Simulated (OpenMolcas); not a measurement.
## Predicting a hybrid from its neighbours: CH2BN

CH2BN has 5 atoms, charge 0, and is taken as a singlet. SMILES: `BC#N`. The shape is that of a PBE0-D4/def2-TZVP optimisation.

The HOMO–LUMO gap y, in eV, basis def2-TZVP; a is the functional's share of exact exchange. Programs: OpenMolcas 26.06.

| functional | program | a | y (eV) |
| --- | --- | --- | --- |
| TPSS | OpenMolcas | 0 | 4.36 |
| PBE | OpenMolcas | 0 | 4.04 |
| B3LYP | OpenMolcas | 0.2 | 5.95 |
| PBE0 | OpenMolcas | 0.25 | ? |
| BHLYP | OpenMolcas | 0.5 | 8.73 |

Q: Fit y = c + s·a to the known rows and predict PBE0.

A: 
1. Means of the 4 rows: a = 0.1750, y = 5.770.
2. Σ(Δa)² = 0.1675, Σ(Δa·Δy) = 1.516, so the slope is 1.516/0.1675 = 9.0507.
3. Intercept: 5.770 − (9.0507) × 0.1750 = 4.186. The largest residual of the fit is 0.17.
4. PBE0: 4.186 + (9.0507) × 0.25 = 6.45 eV.

The run gave 6.40 eV, so the prediction is off by +0.05 eV, within the largest residual. Exact exchange lowers occupied levels and raises empty ones. The rows mix families of semi-local functionals, which the line can't see.
